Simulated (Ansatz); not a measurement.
# BNHS+ (quintet): wave-function methods side by side, cc-pVDZ

The task here is to estimate one member of a computed series from the others.

Computed with Ansatz 0.2.0, Gaussian basis. Level: cc-pVDZ, core rule «outside noble gas», up to 7 orbitals frozen.

The runs, in order: UHF; CCSD(T) on ROHF; CCSD(T) on UHF; BCCD(T) on ROHF; CISD as a restricted active space (open shells left free, so some higher excitations enter); CCSDT(Q) on ROHF; CCSDT(Q) on UHF.

32 further runs of the same task are left out: 6 for a known fault of the program, 14 that didn't finish, 12 set aside as unsound or not needed. Runs told in other sessions of the task aren't counted.

## The system

The geometry is a PBE0/def2-TZVP stationary point (not a proven minimum) of the parent state, kept for this charge and spin.

4 atoms, charge 1, spin multiplicity 5.

Atoms are counted from 1 here; the program's logs count them from 0.

Bond lengths: B1–N2 1.414 Å, B1–H4 1.195 Å, N2–S3 1.539 Å. Angles: N2–B1–H4 123.0°, B1–N2–S3 128.1°.

The first run:

Input file in.yaml:

```yaml
crystal:
  periodic: [false, false, false]
  atoms:
    - {symbol: B, position_ang: [0.000000, -0.350038, 1.730287]}
    - {symbol: N, position_ang: [0.000000, 0.423569, 0.546386]}
    - {symbol: S, position_ang: [0.000000, -0.071192, -0.910810]}
    - {symbol: H, position_ang: [0.000000, 0.133189, 2.823497]}
basis:
  gaussian: {orbitals: cc-pVDZ}
total_charge: 1
magnetization: {spin_polarized: true, initial_magnetization: 4}
hamiltonian: {xc: hf}
output: {orbitals: {seedname: orbitals}}
```

The run is started by

```console
$ ansatz run in.yaml --threads 1 --pin off --events-out ev --progress --plain --max-ram 2393MiB
```

Among the steps run: UHF; CCSD(T) on ROHF; CCSD(T) on UHF; BCCD(T) on ROHF; CISD as a restricted active space (open shells left free, so some higher excitations enter); CCSDT(Q) on ROHF; CCSDT(Q) on UHF.

One table of the session follows, with a row left open; its other results are not shown here.

| method | from RCCSDT(Q) (meV) |
| --- | --- |
| ROHF | +8876.0 |
| UHF | +8570.2 |
| RMP2 | +1376.0 |
| UMP2 | +1476.4 |
| CISD | +1069.3 |
| RCCSD | +346.1 |
| UCCSD | +339.8 |
| RCCSD(T) | +80.7 |
| UCCSD(T) | +84.1 |
| BCCD(T) | +73.1 |
| RCCSDT | +23.0 |
| UCCSDT | +22.2 |
| RCCSDT(Q) | 0 |
| UCCSDT(Q) | ? |

**Question.** Estimate the row for UCCSDT(Q).

As computed: from RCCSDT(Q) (meV): -3.8. In the column «from RCCSDT(Q) (meV)» it is the lowest.

Limits of these values: Restricted and unrestricted rows rest on different reference determinants; a gap between their highest levels can come from leftover correlation error, from unlike frozen cores or from another state.
